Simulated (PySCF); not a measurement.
Species: sodium diatomic, Na₂.
Cartesian coordinates in Å at the PBE0-D3(BJ)/def2-SVP level; atoms count from 1:
```
atom  x, y, z in Å
Na1    1.5874   -0.0871    0.0087
Na2   -1.5377   -0.0006   -0.0309
```

Computed with PySCF at CAM-B3LYP/def2-SVPD, non-relativistic, on one gas-phase PBE0-D3(BJ)/def2-SVP geometry that isn't relaxed in the solvent. The solvent is an IEF-PCM continuum (cavity from Bondi-type radii × 1.2), and excitations are vertical TDDFT with non-equilibrium linear response and a frozen core. The model holds no explicit solvent molecules, cavitation or dispersion.

Gas-phase singlets (H = HOMO, L = LUMO):

```
state  E (eV)  λ (nm)      f  leading configurations
   S1   2.095     592  0.638                H→L 100%
   S2   2.651     468  0.560               H→L+1 95%
   S3   2.651     468  0.560               H→L+2 95%
   S4   3.024     410  0.000               H→L+3 97%
   S5   3.252     381  0.000    H→L+5 49%, H→L+4 49%
```

**Question.** What are the lowest 5 singlets in tetrahydrofuran (ε = 7.426)?

**Answer.** 
```
state  E (eV)  λ (nm)      f  leading configurations  change by rank (eV)
   S1   1.983     625  0.649                H→L 100%               -0.112
   S2   2.411     514  0.599               H→L+1 97%               -0.240
   S3   2.412     514  0.599               H→L+2 97%               -0.239
   S4   3.115     398  0.000               H→L+3 96%               +0.091
   S5   3.300     376  0.000               H→L+4 96%               +0.048
```

**Question.** Give the list for dimethylsulfoxide (ε = 46.83), n² = 2.19.

**Answer.** 
```json
{"state": "S1", "E (eV)": "2.010", "λ (nm)": "617", "f": "0.649", "leading configurations": "H→L 100%", "change by rank (eV)": "-0.085"}
{"state": "S2", "E (eV)": "2.384", "λ (nm)": "520", "f": "0.606", "leading configurations": "H→L+1 86%, H→L+2 14%", "change by rank (eV)": "-0.267"}
{"state": "S3", "E (eV)": "2.384", "λ (nm)": "520", "f": "0.606", "leading configurations": "H→L+2 86%, H→L+1 14%", "change by rank (eV)": "-0.267"}
{"state": "S4", "E (eV)": "3.176", "λ (nm)": "390", "f": "0.000", "leading configurations": "H→L+3 95%", "change by rank (eV)": "+0.152"}
{"state": "S5", "E (eV)": "3.341", "λ (nm)": "371", "f": "0.000", "leading configurations": "H→L+4 96%", "change by rank (eV)": "+0.089"}
```

**Question.** The ground-state energy changes by -0.108 eV from gas to dimethylsulfoxide. By how much does the total energy of gas-phase S1 change?

**Answer.** E(S1) = E(S0) + excitation energy, so it changes by -0.108 − 0.085 = -0.193 eV: it is lowered more than the ground state, which is what a red shift means. This is the vertical state, with the slow part of the continuum still set for S0.

**Question.** How do the frontier levels move from gas to dimethylsulfoxide?

**Answer.** 
| orbital | gas (eV) | solvent (eV) | change (eV) |
| --- | --- | --- | --- |
| LUMO+2 | 0.09 | 0.08 | -0.01 |
| LUMO+1 | 0.09 | 0.08 | -0.01 |
| LUMO | -0.76 | -0.42 | +0.34 |
| HOMO | -4.34 | -4.37 | -0.03 |
| HOMO-1 | -32.96 | -32.86 | +0.10 |
| HOMO-2 | -32.98 | -32.89 | +0.09 |
| HOMO-3 | -32.99 | -32.89 | +0.10 |

The HOMO–LUMO gap goes from 3.58 to 3.95 eV.
